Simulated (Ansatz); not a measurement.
**How far each method lies from full CI for HSi–BH⁺, quintet**

Geometry: that of the HSi–BH, quartet, kept fixed. The triplet lies 3.8 eV lower here.

```xyz
4

Si    0.0000   -0.0471    0.5518
B     0.0000   -0.0605   -1.3633
H     0.0000    1.1711    1.4474
H     0.0000    0.7893   -2.2001
```

Basis 6-31G; Ansatz 0.2.0. Only valence electrons are correlated (noble-gas cores frozen), which leaves 8 electrons in 20 orbitals. Prefix R: restricted or restricted open-shell reference; prefix U: unrestricted. Active spaces: valence = (8e, 10o) chosen from the atoms' valence shells.

Full CI is exact within this basis and frozen core; it isn't the basis-set limit. The frozen core follows each run's orbitals, which can shift R against U totals by a few meV.

For open shells CISD is restricted-active-space CI with the open shells as a complete middle space.

* UHF ⟨S²⟩: 6.018
* T1 diagnostic (RCCSD): 0.0419
* largest doubles amplitude (RCCSD): 0.089
* T1 diagnostic (UCCSD): 0.0360

```json
{"level": "UHF", "E − E(RHF) (eV)": "-0.1209"}
{"level": "RMP2", "E − E(RHF) (eV)": "-1.7350"}
{"level": "UMP2", "E − E(RHF) (eV)": "-1.7400"}
{"level": "RCCSD", "E − E(RHF) (eV)": "-2.4859"}
{"level": "UCCSD", "E − E(RHF) (eV)": "-2.4897"}
{"level": "RCCSD(T)", "E − E(RHF) (eV)": "-2.5652"}
{"level": "UCCSD(T)", "E − E(RHF) (eV)": "-2.5652"}
```

Estimate how far full CI in 6-31G lies from RCCSD(T). The table doesn't fix it; the size of (T) and the diagnostics are the guide.

Full CI in 6-31G lies 0.90 kcal/mol below RCCSD(T), which is 49 % of the (T) step (-1.83 kcal/mol). T1 is raised, and the rest is a large part of (T).

The other levels:

```csv
level,E − E(full CI) (kcal/mol),share of correlation (%),wall time
CISD,3.77,93.73,0.64 s
BCCD(T),0.92,98.47,0.89 s
RCCSDT,0.10,99.83,–
UCCSDT,0.09,99.84,–
RCCSDT(Q),0.02,99.96,2.8 s
UCCSDT(Q),0.01,99.99,2.5 s
RCCSDTQ,0.00,100.00,20 s (H100)
UCCSDTQ,-0.01,100.01,23 s (H100)
CASSCF (valence space),15.94,73.46,–
NEVPT2 (valence space),4.31,92.83,1.9 s
MRCISD (valence space),0.47,99.22,–
MRCISD+Q (valence space),0.19,99.69,4.5 s
```

The correlation energy at full CI, counted from RHF, is -2.604 eV. That run took 12 s on 2 threads of AMD EPYC 7R13 with a shared H100 80 GB, shared host over 3,702,784 determinants.

Times hold each run's SCF and search for its determinant on a shared host, so for small cases they say little of a method's own cost; rows without a card ran on 1 thread of AMD EPYC 7R13.

The full-CI state has the irrep A'' of Cs, in the program's axes.

Natural occupations of full CI about the gap: 1.960 1.926 1.029 0.991 0.975 0.975 0.042 0.040 0.025 0.015; effectively unpaired electrons, Σ n²(2−n)², 4.04.
